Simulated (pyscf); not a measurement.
H₃C–Be–NH₂ + CH₄ → H₃C–Be–CH₃ + NH₃ (four-centre exchange; singlet surface; Be–N, C–H broken, Be–C, H–N formed). Structures and frequencies: ωB97X-D3(BJ)/def2-SVP in PySCF. MP2 and CC: frozen core, UHF for open shells. ΔMP2 is the change of the MP2 total energy from the triple- to the quadruple-zeta basis. Energies in eV from the separated reactants.

```tsv
level	barrier	reaction energy
PBE/def2-TZVP	1.35	+1.03
PBE0-D3(BJ)/def2-TZVP	1.38	+1.02
M06-2X/def2-TZVP	1.55	+1.10
HF/def2-TZVP	2.33	+1.10
CCSD/def2-TZVPP	1.74	+1.05
CCSD(T)/def2-TZVPP	[?]	+1.04
CCSD(T)/def2-TZVPP + ΔMP2(QZVPP)	[?]	[?]
```

Q: Fill in the missing entries.

A: 
- CCSD(T)/def2-TZVPP, barrier: 1.64
- CCSD(T)/def2-TZVPP + ΔMP2(QZVPP), barrier: 1.62
- CCSD(T)/def2-TZVPP + ΔMP2(QZVPP), reaction energy: +1.06

Of the functionals in the table, M06-2X is closest to CCSD(T)/def2-TZVPP + ΔMP2(QZVPP) in the barrier (0.07 eV apart) and PBE least close (0.27 eV); that level has limits of its own. On the product side the descent ends in an adduct with a Be–N contact (not fully relaxed), 0.83 eV under the separated species and 1.34 eV under the saddle at ωB97X-D3(BJ)/def2-TZVP. What is counted as broken (Be–N) persists as a longer contact in the product adduct; parting that adduct is a step of its own. At the saddle there is also a short Be–H contact that neither side keeps. One saddle was located; it need not be the lowest between these sides. The CCSD(T) − MP2 part came from Ansatz, without density fitting, on the same reference.
